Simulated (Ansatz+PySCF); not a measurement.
Two shapes of singlet C₂H₆.

Shape 1:

```xyz
8

C     0.0000    0.0000   -0.7596
C     0.0000    0.0000    2.2787
H     0.0000   -1.0240   -1.1651
H    -0.8868    0.5120   -1.1651
H     0.8868    0.5120   -1.1651
H     0.0000    1.0240    2.6842
H    -0.8868   -0.5120    2.6842
H     0.8868   -0.5120    2.6842
```

Shape 2:

```xyz
8

C     0.0000    0.0000   -0.7596
C     0.0000    0.0000    1.5191
H     0.0000   -1.0240   -1.1651
H    -0.8868    0.5120   -1.1651
H     0.8868    0.5120   -1.1651
H     0.0000    1.0240    1.9247
H    -0.8868   -0.5120    1.9247
H     0.8868   -0.5120    1.9247
```

Basis set: STO-3G (spherical functions). Correlated methods keep 2 orbitals frozen. Charge 0, multiplicity 1.

Computed with Ansatz (development build ahead of 0.2.0); each method stands on the lowest determinant of its kind that the runs found.

Q: Which shape is lower in energy, and by how much in each method?

A:

```json
{"method": "RHF", "E(2) − E(1) (eV)": "-4.723"}
{"method": "UHF", "E(2) − E(1) (eV)": "-0.739"}
{"method": "RHF-MP2", "E(2) − E(1) (eV)": "-2.704"}
{"method": "UHF-MP2", "E(2) − E(1) (eV)": "-1.081"}
{"method": "UHF-CCSD(T)", "E(2) − E(1) (eV)": "-1.963"}
```

Shape 2 is lower. Caution for RHF, RHF-MP2: an unrestricted determinant lies well below. Caution for UHF, UHF-MP2, UHF-CCSD(T): the unrestricted determinant is a mixture of spin states; the determinant breaks the point group. Caution for RHF-MP2, UHF-MP2, UHF-CCSD(T): large amplitudes, a single reference is doubtful. Caution for UHF-MP2, UHF-CCSD(T): bonds are stretched, where a single reference can fail; another reference gives a lower total.
